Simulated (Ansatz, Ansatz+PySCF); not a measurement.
```xyz
12

C     0.0021   -0.0077   -1.4531
C    -0.0036   -0.0033   -0.1297
C     0.0071    1.2745    0.6713
C     0.0079   -1.2747    0.6726
H     0.0004   -0.9430   -2.0271
H     0.0086    0.9313   -2.0342
H    -0.0007    2.1572    0.0250
H    -0.8923    1.3251    1.3386
H     0.8904    1.3196    1.3437
H     0.0096   -2.1643    0.0326
H     0.8834   -1.3305    1.3337
H    -0.8895   -1.3284    1.3392
```

RHF on singlet C4H8 was run in several spherical basis sets with Ansatz (development build ahead of 0.2.0).

Problem. Rank the basis sets by the total energy that they give, lowest first, with the distance from the lowest.
A. 6-31G(d)
B. cc-pVDZ
C. def2-SVP
D. def2-TZVP
E. STO-3G

Solution. D (0.00 eV), B (1.23 eV), A (1.65 eV), C (4.56 eV), E (52.41 eV).

Totals follow the description of the cores as much as that of the bonds, so this order isn't one of quality for chemistry.
